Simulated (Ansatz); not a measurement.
Born–Oppenheimer molecular dynamics of BH$_{4}$N (6 atoms, charge 0, multiplicity 1). It goes on from the last frame of an earlier run, with new velocities.

The calculation used Ansatz 0.2.0, RKS LDA/cc-pVDZ.

```json
{
 "ensemble": "NVT, Nosé–Hoover chain",
 "time step": "0.5 fs",
 "steps asked": "150",
 "set temperature": "3000 K",
 "thermostat": "time constant 100 fs, chain length 3 (defaults)",
 "seed": "425192"
}
```

First frame:

```xyz
6
Properties=species:S:1:pos:R:3
B -0.219 -0.457 0.071
H 0.098 -1.476 0.901
N 0.681 0.717 0.008
H 1.597 0.829 0.587
H 0.608 1.582 -0.521
H -1.436 -0.833 -0.533
```

What does the run give?

All steps were run.

```
steps done                                               : 150
time covered                                             : 75 fs
mean temperature over the second half                    : 2546 K
spread of the potential energy over the second half      : 76.3 meV per atom
mean potential energy of the second half above the start : 56.7 meV per atom
```

The conserved energy wandered by up to 5.9 meV per atom (net 5.9 meV per atom), which is poor conservation. The mean temperature of the second half is 15 % below the set value. A run of 0.075 ps of so small a system gives no equilibrium averages.

What happens to the structure?

The same pairs are bonded in the first frame and the last. Pairs count as bonded within 1.25 times the sum of covalent radii (0.12 Å more for H–H). This is one draw of velocities; another would differ in detail.

How do temperature and energy run in time?


```
time (fs)  T (K)  potential energy less start (eV)  conserved less start (meV/atom)
        0   3000                             0.000                             0.00
        4   3423                            -0.212                             1.00
        8   1430                             0.833                             3.42
       12   1130                             1.003                             5.41
       16   2523                             0.269                             2.52
       20   3442                            -0.205                             1.98
       24   3212                            -0.093                            -0.14
       28   1066                             1.044                             3.73
       32   3192                            -0.078                            -1.12
       36   2270                             0.423                             1.88
       40   2172                             0.488                             3.22
       44   3227                            -0.041                             3.86
       48   1533                             0.847                             3.69
       52   2906                             0.126                             0.58
       56   3316                            -0.080                            -0.20
       60   2113                             0.576                             3.20
       64   1927                             0.691                             3.88
       68   2503                             0.408                             3.26
       72   3219                             0.047                             2.31
```

Time of the run: 75 s on 1 thread of Intel(R) Xeon(R) Platinum 8375C CPU @ 2.90GHz (Ice Lake), with other jobs on the host, peak memory 0.11 GiB.
